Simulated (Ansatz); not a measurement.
`ClC1=CC1Cl` + H₂ → `ClC1C=C1` + HCl at 700 K and 1 bar (hydrogenolysis of a C–Cl bond).

Program: Ansatz. Geometries: PBE0-D4/def2-TZVP. ΔE: electronic, gas phase. CCSD(T)/CBS is the MP2 limit (def2-TZVPP, def2-QZVPP) plus CCSD(T) − MP2 in def2-TZVPP, frozen cores. This one scheme is used for every species.

| species | CCSD(T)/CBS energy (Eh) | H − E (kJ/mol) | S (J/(mol·K)) |
| --- | --- | --- | --- |
| `ClC1=CC1Cl` | -1034.81641 | 158.8 | 395.9 |
| H₂ | -1.17544 | 46.8 | 155.3 |
| `ClC1C=C1` | -575.64290 | 174.0 | 353.4 |
| HCl | -460.38127 | 38.4 | 211.8 |

H − E and S are ideal-gas, rigid-rotor, harmonic terms from PBE0-D4/def2-TZVP, for one conformer and one mirror image of each species. The MP2-based limit puts H₂ 0.8 mEh under its directly extrapolated value; such offsets cancel only in part. 1 Eh = 2625.50 kJ/mol, R = 8.31446 J/(mol·K).

Q: By hand: ΔE, ΔH, ΔS and ΔG.

A: ΔE = (-575.64290) + (-460.38127) − (-1034.81641) − (-1.17544) = -0.03232 Eh = -84.9 kJ/mol. Δ(H − E) = 174.0 + 38.4 − 158.8 − 46.8 = 6.8, so ΔH = -78.1 kJ/mol. ΔS = 353.4 + 211.8 − 395.9 − 155.3 = 14.0 J/(mol·K). ΔG = -78.1 − 700 × (14.0)/1000 = -87.9 kJ/mol.

Q: By hand: the equilibrium constant, and the temperature at which ΔG would vanish if ΔH and ΔS stayed fixed.

A: log₁₀ K = −ΔG/(RT ln 10) = 6.6. ΔH and −TΔS have one sign here, so there is no such temperature.

The number of gas molecules stays the same, so ΔS is small and ΔH decides. A doubt of 5 kJ/mol in ΔE shifts log₁₀ K by 0.4 here. Other conformers and mirror images would add mixing entropy, several J/(mol·K) or more a flexible species. These are equilibria of isolated gas molecules and say nothing of rates. Largest T1 diagnostic: 0.010 (customary marks: 0.02 for closed shells, 0.045 for open ones).
